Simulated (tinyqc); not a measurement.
CCSD on RHF in the sto-6g basis, for H2O, spin multiplicity 1, step by step. One step of it, computed by the program tinyqc.

Task: Iteration 1: diagonalisation and new density. Diagonalise F' = X^T F X, C = X C', fill 5 alpha and 5 beta electrons from the bottom; D = 2 C_occ C_occ^T. Each column has its largest component positive (the first on a tie).

Fock matrix F (hartree), order 1O 1s, 1O 2s, 1O 2px, 1O 2py, 1O 2pz, 2H 1s, 3H 1s:
```
[[-19.113306, -4.697597, 0.000000, 0.000000, -0.014316, -1.043362, -1.043362],
 [-4.697597, -1.761025, 0.000000, 0.000000, -0.208901, -0.703948, -0.703948],
 [0.000000, 0.000000, 0.246332, 0.000000, 0.000000, 0.000000, 0.000000],
 [0.000000, 0.000000, 0.000000, 0.093658, 0.000000, -0.198620, 0.198620],
 [-0.014316, -0.208901, 0.000000, 0.000000, 0.163531, -0.210723, -0.210723],
 [-1.043362, -0.703948, 0.000000, -0.198620, -0.210723, -0.219298, -0.256136],
 [-1.043362, -0.703948, 0.000000, 0.198620, -0.210723, -0.256136, -0.219298]]
```

X, order 1O 1s, 1O 2s, 1O 2px, 1O 2py, 1O 2pz, 2H 1s, 3H 1s:
```
[[1.022726, -0.137158, 0.000000, 0.000000, -0.008531, 0.019467, 0.019467],
 [-0.137158, 1.221268, 0.000000, 0.000000, 0.097805, -0.277343, -0.277343],
 [0.000000, 0.000000, 1.000000, 0.000000, 0.000000, 0.000000, 0.000000],
 [0.000000, 0.000000, 0.000000, 1.104795, 0.000000, -0.218230, 0.218230],
 [-0.008531, 0.097805, 0.000000, 0.000000, 1.047734, -0.135787, -0.135787],
 [0.019467, -0.277343, 0.000000, -0.218230, -0.135787, 1.186003, -0.077395],
 [0.019467, -0.277343, 0.000000, 0.218230, -0.135787, -0.077395, 1.186003]]
```

Give: F' = X^T F X; orbital energies; coefficients C; D after iteration 1.

Result:

F' = X^T F X (hartree):
```
[[-18.7831, -2.4625, 0.0000, 0.0000, -0.0169, -0.1810, -0.1810],
 [-2.4625, -0.7156, 0.0000, 0.0000, -0.0511, -0.3890, -0.3890],
 [0.0000, 0.0000, 0.2463, 0.0000, 0.0000, 0.0000, 0.0000],
 [0.0000, 0.0000, 0.0000, 0.3094, 0.0000, -0.3289, 0.3289],
 [-0.0169, -0.0511, 0.0000, 0.0000, 0.2615, -0.2241, -0.2241],
 [-0.1810, -0.3890, 0.0000, -0.3289, -0.2241, 0.1979, -0.0889],
 [-0.1810, -0.3890, 0.0000, 0.3289, -0.2241, -0.0889, 0.1979]]
```

orbital energies (hartree): [-19.1183, -0.7502, -0.1672, 0.1236, 0.2463, 0.6167, 0.7633]

coefficients C, order 1O 1s, 1O 2s, 1O 2px, 1O 2py, 1O 2pz, 2H 1s, 3H 1s:
```
[[0.9957, -0.2154, 0.0000, 0.1286, 0.0000, -0.1063, 0.0000],
 [0.0201, 0.7929, 0.0000, -0.6819, 0.0000, 0.7614, 0.0000],
 [0.0000, 0.0000, 0.0000, 0.0000, 1.0000, 0.0000, 0.0000],
 [0.0000, 0.0000, 0.5508, 0.0000, 0.0000, 0.0000, 1.0062],
 [0.0029, 0.1945, 0.0000, 0.6824, 0.0000, 0.8005, 0.0000],
 [-0.0045, 0.1819, 0.4869, 0.3517, 0.0000, -0.7439, -0.7802],
 [-0.0045, 0.1819, -0.4869, 0.3517, 0.0000, -0.7439, 0.7802]]
```

D after iteration 1, order 1O 1s, 1O 2s, 1O 2px, 1O 2py, 1O 2pz, 2H 1s, 3H 1s:
```
[[2.1086, -0.4769, 0.0000, 0.0000, 0.0975, 0.0032, 0.0032],
 [-0.4769, 2.1880, 0.0000, 0.0000, -0.6221, -0.1915, -0.1915],
 [0.0000, 0.0000, 2.0000, 0.0000, 0.0000, 0.0000, 0.0000],
 [0.0000, 0.0000, 0.0000, 0.6068, 0.0000, 0.5364, -0.5364],
 [0.0975, -0.6221, 0.0000, 0.0000, 1.0070, 0.5508, 0.5508],
 [0.0032, -0.1915, 0.0000, 0.5364, 0.5508, 0.7878, -0.1605],
 [0.0032, -0.1915, 0.0000, -0.5364, 0.5508, -0.1605, 0.7878]]
```
